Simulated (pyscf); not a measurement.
`[OH2]` + `[CH3]` [doublet] → `[CH3][OH]` + `[H]` [doublet] (substitution at O; doublet surface; H–O broken, C–O formed). Single points on ωB97X-D3(BJ)/def2-SVP structures (PySCF, gas phase). Correlated levels are frozen-core, on RHF or UHF. ΔMP2 is the change of the MP2 total energy from the triple- to the quadruple-zeta basis. Energies in kcal/mol from the separated reactants.

| level | barrier | reaction energy |
|---|---|---|
| PBE/def2-TZVP | 37.6 | +22.4 |
| B3LYP-D3(BJ)/def2-TZVP | 44.7 | +26.8 |
| ωB97M-D3(BJ)/def2-TZVP | 49.1 | +24.8 |
| HF/def2-TZVP | 71.7 | +27.7 |
| CCSD/def2-TZVPP | 55.9 | +28.8 |
| CCSD(T)/def2-TZVPP | 52.4 | +27.4 |
| CCSD(T)/def2-TZVPP + ΔMP2(QZVPP) | 52.1 | +27.7 |

One saddle was located; it need not be the lowest between these sides. The angle at the attacked O is 156°. The CCSD(T) − MP2 part came from Ansatz, without density fitting, on the same reference.
